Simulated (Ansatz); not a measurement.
Born–Oppenheimer molecular dynamics of C$_{4}$H$_{6}$F$_{2}$ (12 atoms, charge 0, multiplicity 1). It starts from a relaxed structure.

Method: RKS BLYP-D4/STO-3G (Ansatz).

```json
{
  "ensemble": "NVE (velocity Verlet)",
  "time step": "1 fs",
  "steps asked": "266",
  "starting velocities drawn for": "300 K",
  "seed": "615699"
}
```

First frame:

```xyz
12
Properties=species:S:1:pos:R:3
F -0.973 1.460 1.085
C -1.290 0.105 0.810
C -0.150 -0.577 -0.094
F -0.405 -1.923 -0.388
C 0.554 0.334 -1.149
C 1.316 -0.091 0.134
H -2.274 0.026 0.260
H -1.387 -0.488 1.766
H 0.869 -0.125 -2.102
H 0.208 1.380 -1.223
H 1.480 0.672 0.916
H 2.129 -0.828 0.021
```

(1) How far do the bonds stretch over the last three quarters of this one trajectory? (Pairs bonded in most of those frames.)

## Answers

(1) 
```json
{"bond": "F1–C2", "mean (Å)": "1.420", "spread (Å)": "0.014", "shortest": "1.39", "longest": "1.44"}
{"bond": "C2–C3", "mean (Å)": "1.618", "spread (Å)": "0.023", "shortest": "1.57", "longest": "1.66"}
{"bond": "C2–H7", "mean (Å)": "1.131", "spread (Å)": "0.022", "shortest": "1.09", "longest": "1.17"}
{"bond": "C2–H8", "mean (Å)": "1.132", "spread (Å)": "0.030", "shortest": "1.08", "longest": "1.18"}
{"bond": "C3–F4", "mean (Å)": "1.405", "spread (Å)": "0.019", "shortest": "1.37", "longest": "1.44"}
{"bond": "C3–C5", "mean (Å)": "1.565", "spread (Å)": "0.017", "shortest": "1.53", "longest": "1.61"}
{"bond": "C3–C6", "mean (Å)": "1.564", "spread (Å)": "0.018", "shortest": "1.53", "longest": "1.60"}
{"bond": "C5–C6", "mean (Å)": "1.551", "spread (Å)": "0.011", "shortest": "1.52", "longest": "1.58"}
{"bond": "C5–H9", "mean (Å)": "1.105", "spread (Å)": "0.021", "shortest": "1.06", "longest": "1.15"}
{"bond": "C5–H10", "mean (Å)": "1.106", "spread (Å)": "0.021", "shortest": "1.07", "longest": "1.15"}
{"bond": "C6–H11", "mean (Å)": "1.104", "spread (Å)": "0.010", "shortest": "1.09", "longest": "1.12"}
{"bond": "C6–H12", "mean (Å)": "1.105", "spread (Å)": "0.009", "shortest": "1.08", "longest": "1.12"}
```

Mean temperature of the second half: 145 K. The conserved energy stayed within 0.71 meV per atom of its start (net change 0.32 meV per atom), so the integration is sound. Over the second half the temperature averaged 0.48 of the 300 K drawn at the start: a run that starts near a minimum puts about half its kinetic energy into the potential. A run of 0.27 ps of so small a system gives no equilibrium averages. Limits of this set-up: minimal basis.

Time of the run: 13 min on 1 thread of Arm Neoverse N1 (shared host), peak memory 0.083 GiB.
